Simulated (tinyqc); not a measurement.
CIS and TDHF on RHF in the sto-3g basis, for H2F+, spin multiplicity 1, step by step. One step of it, computed by the program tinyqc.

Question. CIS matrix, singlets. A(ia,jb) = (e_a - e_i) d_ij d_ab + 2 (ia|jb) - (ij|ab).

orbital energies (hartree): [-26.627460, -2.047390, -1.158572, -1.078775, -1.038479, -0.028102, 0.093328]

Two-electron integrals over orbitals (pq|rs), unique and non-zero (hartree):
```
(11|11) 5.362632    (21|11) -0.502994   (21|21) 0.074980    (22|11) 1.203212
(22|21) -0.019149   (22|22) 0.860583    (31|31) 0.017809    (32|31) 0.026229
(32|32) 0.157643    (33|11) 0.994722    (33|21) -0.008295   (33|22) 0.761190
(33|33) 0.738502    (41|11) 0.141586    (41|21) -0.018053   (41|22) 0.014700
(41|33) 0.005314    (41|41) 0.027882    (42|11) -0.102110   (42|21) 0.008532
(42|22) 0.001216    (42|33) -0.008484   (42|41) 0.028247    (42|42) 0.156308
(43|31) -0.004279   (43|32) 0.004503    (43|43) 0.050044    (44|11) 1.136099
(44|21) -0.014278   (44|22) 0.802360    (44|33) 0.708524    (44|41) -0.010669
(44|42) -0.090948   (44|44) 0.868610    (51|51) 0.029594    (52|51) 0.039051
(52|52) 0.181160    (53|53) 0.038632    (54|51) -0.010292   (54|52) -0.037317
(54|54) 0.054349    (55|11) 1.264014    (55|21) -0.014152   (55|22) 0.879976
(55|33) 0.749965    (55|41) 0.004050    (55|42) -0.056121   (55|44) 0.823354
(55|55) 0.997514    (61|11) 0.203527    (61|21) -0.032339   (61|22) 0.002935
(61|33) 0.002006    (61|41) -0.005646   (61|42) -0.020313   (61|44) 0.014076
(61|55) 0.005620    (61|61) 0.021630    (62|11) -0.285181   (62|21) 0.006822
(62|22) -0.146965   (62|33) -0.093869   (62|41) -0.018544   (62|42) -0.043389
(62|44) -0.093255   (62|55) -0.148815   (62|61) 0.006484    (62|62) 0.080092
(63|31) -0.004391   (63|32) 0.018884    (63|43) 0.016696    (63|63) 0.061453
(64|11) -0.288957   (64|21) 0.003947    (64|22) -0.149734   (64|33) -0.093309
(64|41) -0.004100   (64|42) 0.022622    (64|44) -0.158966   (64|55) -0.158913
(64|61) 0.000051    (64|62) 0.060918    (64|64) 0.085433    (65|51) -0.013140
(65|52) -0.050820   (65|54) -0.008585   (65|65) 0.026566    (66|11) 0.718617
(66|21) -0.005673   (66|22) 0.585633    (66|33) 0.560152    (66|41) 0.016449
(66|42) 0.067713    (66|44) 0.546475    (66|55) 0.558426    (66|61) -0.006071
(66|62) -0.061598   (66|64) -0.031994   (66|66) 0.552785    (71|31) -0.016703
(71|32) -0.023575   (71|43) 0.004120    (71|63) 0.003755    (71|71) 0.015684
(72|31) -0.017165   (72|32) -0.063134   (72|43) 0.026028    (72|63) 0.027393
(72|71) 0.015509    (72|72) 0.054338    (73|11) -0.419138   (73|21) 0.008386
(73|22) -0.201423   (73|33) -0.163114   (73|41) 0.001295    (73|42) 0.064038
(73|44) -0.190805   (73|55) -0.227662   (73|61) -0.005475   (73|62) 0.068235
(73|64) 0.093954    (73|66) -0.020874   (73|73) 0.161264    (74|31) 0.008132
(74|32) 0.060254    (74|43) -0.005382   (74|63) 0.042632    (74|71) -0.007642
(74|72) -0.010113   (74|74) 0.053630    (75|53) -0.025146   (75|75) 0.018947
(76|31) 0.009237    (76|32) 0.088848    (76|43) 0.049115    (76|63) 0.074242
(76|71) -0.008580   (76|72) 0.010036    (76|74) 0.064441    (76|76) 0.152903
(77|11) 0.776341    (77|21) -0.007133   (77|22) 0.606301    (77|33) 0.609070
(77|41) 0.003722    (77|42) 0.012432    (77|44) 0.581289    (77|55) 0.590851
(77|61) 0.001822    (77|62) -0.043814   (77|64) -0.028239   (77|66) 0.543047
(77|73) -0.058266   (77|77) 0.575645
```

Give: CIS matrix A, singlet.

Answer.

CIS matrix A, singlet (hartree), order 1>6, 1>7, 2>6, 2>7, 3>6, 3>7, 4>6, 4>7, 5>6, 5>7:
```
[[25.924, 0.000, 0.019, 0.000, 0.000, -0.020, -0.016, 0.000, 0.000, 0.000],
 [0.000, 25.976, 0.000, 0.038, -0.002, 0.000, 0.000, -0.019, 0.000, 0.000],
 [0.019, 0.000, 1.594, 0.000, 0.000, 0.048, 0.054, 0.000, 0.000, 0.000],
 [0.000, 0.038, 0.000, 1.643, -0.034, 0.000, 0.000, -0.033, 0.000, 0.000],
 [0.000, -0.002, 0.000, -0.034, 0.693, 0.000, 0.000, 0.036, 0.000, 0.000],
 [-0.020, 0.000, 0.048, 0.000, 0.000, 0.965, 0.139, 0.000, 0.000, 0.000],
 [-0.016, 0.000, 0.054, 0.000, 0.000, 0.139, 0.675, 0.000, 0.000, 0.000],
 [0.000, -0.019, 0.000, -0.033, 0.036, 0.000, 0.000, 0.698, 0.000, 0.000],
 [0.000, 0.000, 0.000, 0.000, 0.000, 0.000, 0.000, 0.000, 0.505, 0.000],
 [0.000, 0.000, 0.000, 0.000, 0.000, 0.000, 0.000, 0.000, 0.000, 0.579]]
```
